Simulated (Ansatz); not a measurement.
Titanium, hcp: convergence with Gaussian smearing

Computed with Ansatz, LDA, scalar-relativistic PAW, on the relaxed cell (a = 2.864 Å, c = 4.540 Å (c/a = 1.585); spin not included). Errors count from a run at 420 eV on a Γ-centred 21×21×12 mesh with Fermi-Dirac smearing of 0.1 eV, extrapolated to zero width. Fixed here: cutoff 420 eV, mesh 13×13×7. The SCF starts from atomic densities corrected by a trained network.

```
width (eV)  E(σ→0) error (meV/atom)  F error (meV/atom)  P (GPa)  SCF iterations
      0.01                      0.4                 0.3    -0.23               6
      0.03                      0.3                 0.0    -0.17               6
       0.1                      0.1                -2.7    -0.13               6
       0.2                     -0.1               -10.8    -0.10               6
       0.3                      0.5               -24.4     0.03               6
       0.6                     11.6              -107.3     1.06               6
```

What does the run at 1.0 give (width)?

E(σ→0) error (meV/atom): 29.3; F error (meV/atom): -331.9; P (GPa): 3.71; SCF iterations: 6.
